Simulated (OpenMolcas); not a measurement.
## OpenMolcas input wanted

CH6BO−: 9 atoms, total charge -1, spin state singlet. SMILES: `[H][B-]([H])([H])OC`. The shape is that of a GFN2-xTB optimisation.

```xyz
9

B    -0.3861    0.6143   -0.9748
O    -0.3553    0.5551    0.5444
C     0.3273   -0.5228    1.0241
H    -0.1061   -1.4893    0.6903
H     0.3101   -0.5112    2.1295
H     1.3910   -0.5347    0.7037
H     0.7647    0.6709   -1.4200
H    -1.0085    1.6114   -1.2700
H    -0.9373   -0.3937   -1.4271
```

Settings wanted:

```json
{
 "method": "HF",
 "reference": "RHF",
 "relativity": "DKH2",
 "integral approximation": "none",
 "symmetry": "none",
 "basis set": "ANO-RCC-MB",
 "task": "energy",
 "nucleus": "point"
}
```

Task: Give an OpenMolcas 26.06 job that does this.

Result: This one ran through:

step1.input:
```
* CH6BO Hartree-Fock
&GATEWAY
BasisSet
B.ANO-RCC-MB....
B1 -0.386150 0.614300 -0.974770 angstrom
End of Basis
BasisSet
O.ANO-RCC-MB....
O2 -0.355250 0.555070 0.544390 angstrom
End of Basis
BasisSet
C.ANO-RCC-MB....
C3 0.327350 -0.522760 1.024140 angstrom
End of Basis
BasisSet
H.ANO-RCC-MB....
H4 -0.106050 -1.489310 0.690250 angstrom
H5 0.310150 -0.511210 2.129510 angstrom
H6 1.391020 -0.534720 0.703660 angstrom
H7 0.764650 0.670900 -1.420030 angstrom
H8 -1.008470 1.611420 -1.270020 angstrom
H9 -0.937270 -0.393690 -1.427130 angstrom
End of Basis
&SEWARD
Relativistic=R02E00
&SCF
Charge=-1
PrOrbitals=1 2
```

```bash
$ export MOLCAS_MEM=1860
$ pymolcas step1.input > step1.log
```

Calculated total energy: -140.83411 Eh. Without diffuse functions such a state is poorly described.
